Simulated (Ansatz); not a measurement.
Mulliken charges of C3H5NO, SMILES `CCOC#N` from ωB97M-V/def2-TZVPP in Ansatz (PBE0-D4/def2-TZVP geometry).

```csv
atom,x (Å),y (Å),z (Å),charge (e)
C1,-0.288,-1.032,0.363,-0.281
C2,0.449,0.254,0.618,-0.043
O3,0.934,0.850,-0.622,-0.240
C4,0.021,1.243,-1.428,0.087
N5,-0.782,1.609,-2.174,-0.125
H6,-0.618,-1.453,1.316,0.107
H7,0.356,-1.760,-0.132,0.114
H8,-1.172,-0.862,-0.255,0.119
H9,-0.176,0.996,1.120,0.130
H10,1.359,0.103,1.196,0.129
```

**Question.** By hand: the dipole of these point charges (1 e Å = 4.8032 D).

**Answer.** Σ q r = (-0.076, -0.334, 0.564) e Å, of length 0.660 e Å = 3.17 D.

**Question.** How does the dipole of the full density compare? (An estimate is asked.)

**Answer.** Computed: (0.271, -0.477, 0.829) e Å, 4.77 D; the point charges give 0.66 times that, at 22° from its direction.

Point charges leave out the atoms' own dipoles, such as those of lone pairs, and Mulliken's split depends on the basis, so the two needn't agree.
